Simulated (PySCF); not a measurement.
Gas-phase reaction: 2 HCN + 4 CH4 ⇌ N2 + 6 CH3

Method: PySCF energies (xtb for GFN2) plus ideal-gas RRHO corrections (1 bar). The comparison is the NASA 1993 polynomial table, which mixes measured and estimated data. † marks an energy on the PBE0/def2-TZVP geometry and frequencies; other levels use their own. CCSD(T) freezes the core. 6-31G* has spherical d functions here. Open shells (unrestricted): CH3 (multiplicity 2); the rest are closed-shell singlets. GFN2 has no spin-polarisation term. B3LYP is the form with VWN-RPA correlation. CCSD(T) isn't extrapolated to the basis-set limit; its ΔH°(298 K) is 885.8 kJ in def2-SVP and 891.2 kJ in def2-TZVPP. The harmonic model lacks anharmonicity and excited electronic states, which grow with temperature; levels with a mode under 35 cm⁻¹ are left out.

```tsv
level	ΔH°(298 K), kJ	minus table	ΔG°(2500 K), kJ
table	909.8	-	355.0
B3LYP/6-31G*	894.7	-15.1	275.4
B3LYP/def2-TZVP†	867.6	-42.2	269.6
BLYP/def2-TZVP†	887.4	-22.4	289.4
CCSD(T)/def2-SVP†	885.8	-24.0	287.8
GFN2-xTB	1422.3	512.5	804.9
PBE0/def2-QZVP†	852.1	-57.7	254.1
PBE0/def2-SVP†	869.5	-40.3	271.6
PBE0/def2-TZVP	851.7	-58.1	253.8
r2SCAN/def2-TZVP†	796.8	-113.0	198.9
ωB97M-V/def2-TZVP†	914.8	5.0	316.8
ωB97X-V/def2-TZVP†	900.6	-9.2	302.6
```
